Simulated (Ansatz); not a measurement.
The input, for Ansatz 0.2.0:

```yaml
crystal:
  periodic: [false, false, false]
  atoms:
    - {symbol: Si, position_ang: [-1.095022, -0.008048, 0.002339]}
    - {symbol: P, position_ang: [1.149978, 0.008452, -0.002457]}
    - {symbol: H, position_ang: [-1.619119, 1.385319, 0.005761]}
    - {symbol: H, position_ang: [-1.601124, -0.712390, 1.212266]}
    - {symbol: H, position_ang: [-1.606323, -0.708402, -1.207717]}
basis:
  gaussian: {orbitals: cc-pVDZ}
magnetization: {spin_polarized: true, initial_magnetization: 4}
hamiltonian: {xc: {name: B2PLYP}}
correlation: {electrons: outside_noble_gas}
```

```sh
$ ansatz run in.yaml --threads 1 --pin off --events-out ev --progress --plain --max-ram 2393MiB
```

(1) Roughly how long does this take on 1 thread of Arm Neoverse V1, shared host, and how much host memory?

```
503 factors; integrals over basis functions are off by at most 1.0e-3 eV
mean field evaluation 1: about -17197.6001 eV, gradient 7.2e0 eV
mean field evaluation 2: about -17197.6022 eV, gradient 7.2e0 eV
mean field evaluation 4: about -17198.2191 eV, gradient 7.4e-1 eV
mean field evaluation 8: about -17198.2346 eV, gradient 5.1e-2 eV
mean field evaluation 16: about -17198.2348 eV, gradient 2.4e-5 eV
mean field -17198.23475607 eV, -632.0234699032 hartree, gradient 2.5e-6 eV, S^2 6.002573; 2 other end points of the search recorded, 0 dependent functions left out
10 core orbitals not correlated: weight in the atoms' cores, before any rotation towards them, 1.000 or more for the frozen orbitals, at most 0.000 for the correlated occupied ones
reference -17198.23490109 eV, -632.0234752329 hartree; 8, 4 occupied and 33, 37 virtual orbitals, 503 factors
second order -6.12811862 eV of doubles, -0.00000000 eV of singles
Total energy: -17199.88949312 eV, -632.0842803684 hartree
```

Results:

(1) 2.5 s wall and 0.11 GiB.
